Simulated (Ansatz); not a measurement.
`[CH3][MgH]` → `[CH2]` (triplet) + `[MgH2]` at 600 K and 1 bar (formal loss of a carbene).

Calculated with Ansatz (gas phase, PBE0-D4/def2-TZVP geometries, no zero-point term in ΔE). CCSD(T)/CBS adds triple-zeta CCSD(T) − MP2 to the extrapolated MP2 energy (def2 sets, frozen cores). This one scheme is used for every species. Triplets are unrestricted, without spin–orbit coupling. For Mg outer-core shells are correlated without core-valence functions, which leaves a few kJ/mol of doubt a bond.

```
          species  CCSD(T)/CBS energy (Eh)  H − E (kJ/mol)  S (J/(mol·K))
     `[CH3][MgH]`               -240.32644           139.0          302.6
`[CH2]` (triplet)                -39.09499            66.5          220.8
         `[MgH2]`               -201.05321            48.6          225.8
```

H − E and S are ideal-gas, rigid-rotor, harmonic terms from PBE0-D4/def2-TZVP, with the whole ground term of open shells counted as degenerate. 1 Eh = 2625.50 kJ/mol, R = 8.31446 J/(mol·K).

Question: By hand: ΔE, ΔH, ΔS and ΔG.

Answer: ΔE = (-39.09499) + (-201.05321) − (-240.32644) = 0.17824 Eh = 468.0 kJ/mol. Δ(H − E) = 66.5 + 48.6 − 139.0 = -23.9, so ΔH = 444.1 kJ/mol. ΔS = 220.8 + 225.8 − 302.6 = 144.0 J/(mol·K). ΔG = 444.1 − 600 × (144.0)/1000 = 357.7 kJ/mol.

Question: By hand: the equilibrium constant, and the temperature at which ΔG would vanish if ΔH and ΔS stayed fixed.

Answer: log₁₀ K = −ΔG/(RT ln 10) = -31.1. ΔG = 0 at ΔH/ΔS = 3084 K, far beyond where these terms or the molecules hold.

The number of gas molecules changes by +1, which sets the sign of ΔS. A doubt of 5 kJ/mol in ΔE shifts log₁₀ K by 0.4 here. A triplet takes part, so the spin changes. These are equilibria of isolated gas molecules and say nothing of rates. Largest T1 diagnostic: 0.011 (customary marks: 0.02 for closed shells, 0.045 for open ones).
